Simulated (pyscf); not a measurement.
## Atom transfer: `[NH2][Si]([Cl])([Cl])[Cl]` + `[H]` [doublet] -> `[NH2][Si]([Cl])[Cl]` [doublet] + `[ClH]`

Gas phase, doublet surface, charge 0. Bonds broken: Si2–Cl3. Bonds formed: Cl3–H8. Single points on ωB97X-D3(BJ)/def2-SVP structures (PySCF, gas phase).

Transition state (Å):

```xyz
8

N     -1.0270    -1.5066    -0.4670
Si     0.0271    -0.1903    -0.7089
Cl     0.9273     0.7407     1.2646
Cl    -1.0195     1.3052    -1.6548
Cl     1.6137    -0.8402    -1.8433
H     -0.6713    -2.4321    -0.2522
H     -1.9818    -1.3648    -0.1545
H      1.4728     1.2964     2.5432
```

One imaginary mode, 705i cm⁻¹; descent along it reached the two sides named.

| bond | change | reactant side (Å) | saddle | product side |
|---|---|---|---|---|
| Si2–Cl3 | breaks | 2.051 | 2.360 | 3.8 |
| Cl3–H8 | forms | 3.6 | 1.497 | 1.285 |

Electronic energies relative to the separated reactants (kJ/mol):

```tsv
level	barrier	reaction energy	reverse barrier
ωB97X-D3(BJ)/def2-TZVP	99.2	+39.9	59.3
PBE/def2-TZVP	44.0	+8.8	35.2
r²SCAN/def2-TZVP	54.7	+16.4	38.3
B3LYP-D3(BJ)/def2-TZVP	58.2	+10.9	47.3
PBE0-D3(BJ)/def2-TZVP	68.5	+25.8	42.7
M06-2X/def2-TZVP	88.7	+26.3	62.3
ωB97M-D3(BJ)/def2-TZVP	91.9	+31.8	60.1
HF/def2-TZVP	158.7	+38.0	120.7
```

With ωB97M-D3(BJ)/def2-TZVP energies and thermal terms (ideal gas, 1 atm, RRHO with modes under 100 cm⁻¹ raised to 100, one conformer, R ln 2 for chiral ones without a mode under 150 cm⁻¹), in kJ/mol:

```tsv
T (K)	ΔH‡	ΔG‡	ΔH	ΔG
298	92.2	118.7	+42.5	+28.3
600	90.2	146.3	+38.5	+15.4
900	88.7	174.7	+34.2	+4.8
1200	87.3	203.5	+30.2	-4.4
```

This is the saddle that the search found; another between the same sides may lie lower. The angle at the transferred Cl is 178°.
